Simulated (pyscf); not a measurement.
## Four-centre exchange: methane (CH₄) + F–InH₂ → fluoromethane (H₃C–F) + InH₃

Gas phase, singlet surface, charge 0. Bonds broken: C1–H3, In2–F8. Bonds formed: C1–F8, In2–H3. Optimised with ωB97X-D3(BJ)/def2-SVP in PySCF. Correlated levels are frozen-core, on RHF or UHF. ΔMP2 is the change of the MP2 total energy from the triple- to the quadruple-zeta basis.

Transition state (Å):

```xyz
9

C     -0.3015    -1.3188     0.0719
In     0.9949     0.9264     1.4784
H      1.6037    -0.4394     0.2963
H     -0.7335    -2.1738    -0.4791
H     -0.2651    -0.3794    -0.4548
H      1.4703     0.5107     3.0762
H      0.8865     2.3957     0.5944
F     -1.0066     0.1693     1.3735
H      0.0889    -1.5303     1.0538
```

One imaginary mode, 1040i cm⁻¹; descent along it reached the two sides named, in the forms told below.

```tsv
bond	change	reactant side (Å)	saddle	product side
C1–H3	breaks	1.104	2.110	3.2
In2–F8	breaks	1.980	2.142	2.444
C1–F8	forms	3.3	2.099	1.400
In2–H3	forms	2.7	1.906	1.739
```

Electronic energies relative to the separated reactants (eV):

```
level                             barrier  reaction energy  reverse barrier
--------------------------------  -------  ---------------  ---------------
ωB97X-D3(BJ)/def2-TZVP               4.53            +1.84             2.69
PBE/def2-TZVP                        4.11            +1.86             2.24
r²SCAN/def2-TZVP                     4.23            +1.92             2.31
B3LYP-D3(BJ)/def2-TZVP               4.28            +1.86             2.43
PBE0-D3(BJ)/def2-TZVP                4.43            +1.80             2.63
M06-2X/def2-TZVP                     4.63            +1.93             2.71
ωB97M-D3(BJ)/def2-TZVP               4.53            +1.83             2.70
HF/def2-TZVP                         5.01            +1.71             3.30
MP2/def2-QZVPP                       4.84            +2.01             2.83
CCSD/def2-TZVPP                      4.70            +1.81             2.89
CCSD(T)/def2-TZVPP                   4.53            +1.83             2.70
CCSD(T)/def2-TZVPP + ΔMP2(QZVPP)     4.49            +1.90             2.59
```

With CCSD(T)/def2-TZVPP + ΔMP2(QZVPP) energies and thermal terms (ideal gas, 1 atm, RRHO with modes under 100 cm⁻¹ raised to 100, one conformer, R ln 2 for chiral ones without a mode under 150 cm⁻¹), in eV:

| T (K) | ΔH‡ | ΔG‡ | ΔH | ΔG |
|---|---|---|---|---|
| 298 | 4.38 | 4.79 | +1.84 | +1.84 |
| 600 | 4.42 | 5.20 | +1.83 | +1.84 |
| 900 | 4.47 | 5.57 | +1.83 | +1.85 |
| 1200 | 4.51 | 5.93 | +1.84 | +1.85 |

On the reactant side the descent ends in a complex (not fully relaxed), 0.19 eV under the separated species and 4.72 eV under the saddle at ωB97X-D3(BJ)/def2-TZVP. On the product side the descent ends in an adduct with a F–In contact (not fully relaxed), 0.38 eV under the separated species and 3.07 eV under the saddle at ωB97X-D3(BJ)/def2-TZVP. What is counted as broken (F–In) persists as a longer contact in the product adduct; parting that adduct is a step of its own. The same reactants have a lower exit, to H₃C–InH₂ + HF (barrier +1.31 eV at ωB97M-D3(BJ)/def2-TZVP, against +4.53 eV here). This is the saddle that the search found; another between the same sides may lie lower. The CCSD(T) − MP2 part came from Ansatz, without density fitting, on the same reference. The largest closed-shell T1 diagnostic is 0.031, which may signal static correlation. The frozen core leaves the outer d or s,p core shells of the metals and heavy elements correlated in the MP2 and CC values, and def2-TZVPP describes them poorly, which can shift differences by a few kcal/mol. Elements past Kr carry the def2 core potentials, without spin-orbit coupling.
